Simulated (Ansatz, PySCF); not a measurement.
Reaction: P2 (phosphanylidynephosphane, SMILES P#P) → P2+ (parent SMILES P#P, doublet) + e-
Each species at its own B3LYP-D3(BJ)/def2-TZVP minimum (Ansatz, a first-principles code).

Total energies in hartree (Ansatz). Open shells are spin-unrestricted; no spin-orbit coupling. Cores are frozen in correlated methods. No relativity. The restricted determinant of P2 (P#P, singlet) is unstable towards broken spin symmetry in at least one set run. The UHF reference of P2+ (parent SMILES P#P, doublet) is spin-contaminated (<S^2> up to 0.43 over the pure value in the sets run). The determinant of P2+ (parent SMILES P#P, doublet) is a saddle point of the SCF energy; a lower one exists, which strains HF and MP2.

```csv
species,HF/cc-pV(T+d)Z,CCSD(T)/cc-pV(T+d)Z,HF/cc-pV(Q+d)Z,CCSD(T)/cc-pV(Q+d)Z,CCSDT(Q)/cc-pV(Q+d)Z
"1: P2 (phosphanylidynephosphane, SMILES P#P)",-681.49314,-681.81064,-681.49904,-681.83427,-681.83720
"2: P2+ (parent SMILES P#P, doublet)",-681.15990,-681.42814,-681.16585,-681.44814,-681.45254
```

Task: Work out the adiabatic ionisation energy (0 K, zero-point energies from PySCF's Hessians at B3LYP-D3(BJ)/def2-TZVP) in eV: take Hartree-Fock from cc-pV(Q+d)Z, extrapolate the CCSD(T) correlation energy as X^-3 (X = 3, 4), and add CCSDT(Q) - CCSD(T) in cc-pV(Q+d)Z. The further terms named in the bracket sum to -0.00025 hartree. 1 hartree = 27.211 eV.

Result: 
Species 1: correlation (64·(-0.33523) - 27·(-0.31750))/37 = -0.34817; step -0.00293; E1 = -681.49904 + (-0.34817) + (-0.00293) = -681.85014
Species 2: correlation (64·(-0.28229) - 27·(-0.26824))/37 = -0.29254; step -0.00440; E2 = -681.16585 + (-0.29254) + (-0.00440) = -681.46279
-1·E1 +1·E2 -0.00025 = 0.38710 hartree = 10.53 eV. Measured: 10.53 eV (CCCBDB table in ASE). The composite differs from it by +0.00 eV; core, relativistic and spin-orbit terms are not in it.
